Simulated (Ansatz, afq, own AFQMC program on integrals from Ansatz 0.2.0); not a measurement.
**RuN₂⁺, doublet in def2-SVP, levels against CCSDT(Q)**

```xyz
3

Ru    0.0000    0.0000    1.6593
N     0.0000    0.0000   -0.2817
N     0.0000    0.0000   -1.3775
```

Connectivity, by distances: Ru–N–N.

Basis def2-SVP with its core potentials. Noble-gas cores (and the filled d shells of Ga–Kr and In–Xe) are frozen. Ansatz 0.2.0 and our own AFQMC program on the same integrals; the CISD trial comes from CCSD amplitudes, and released means the phaseless constraint is let go. Error bars are statistical, one sigma. No spin–orbit coupling. The metal's outer-core s and p shells are frozen, which shifts wave-function levels against functionals.

Determinant: ROHF, the one that the program's search chose, which needn't be the lowest solution. The geometry is a PBE0/def2-TZVP stationary point of this or a neighbouring charge and spin state.

No full CI on the walks' own integrals is used here; CCSDT(Q) serves as the reference and is uncertain by about the last step of the cluster series.

Cautions: no spin-orbit coupling; outer-core shells of the metal frozen; higher spins were not checked; a spin-contaminated unrestricted determinant lies lower (UHF 571 meV lower, ⟨S²⟩ 1.57); CCSDT(Q) on the UHF determinant differs (997 meV lower), perhaps since the unrestricted series falls towards higher spin.

The T1 diagnostic is 0.0197, the weight of the determinant in the CISD state is 0.829 and the size of the correlated space is 17 electrons in 53 orbitals.

Reference: CCSDT(Q), correlation energy -12.866 eV. The released energy is read at 1.80 1/Eh, later times being too noisy (meV from the phaseless value at times in 1/Eh: -12 ± 7 at 0.24, -24 ± 7 at 0.60, -35 ± 5 at 1.20, -27 ± 11 at 1.80, -31 ± 13 at 2.60).

```csv
level,E − E(reference) (kcal/mol),share of correlation (%)
HF,296.69,0.00
MP2,21.05,92.90
CCSD,14.84,95.00
CCSD(T),2.43,99.18
CCSDT,1.41,99.53
ph-AFQMC/HF,1.04 ± 0.75,99.65
ph-AFQMC/CISD,0.74 ± 0.14,99.75
released AFQMC,0.12 ± 0.26,99.96
```

A walk keeps the symmetry of its determinant, which the program's search chose and which needn't be the lowest solution, so a lower state of the same spin and another symmetry isn't excluded. Released energies are given only where the last usable release times agree within the noise; a slower fall can still hide under it.
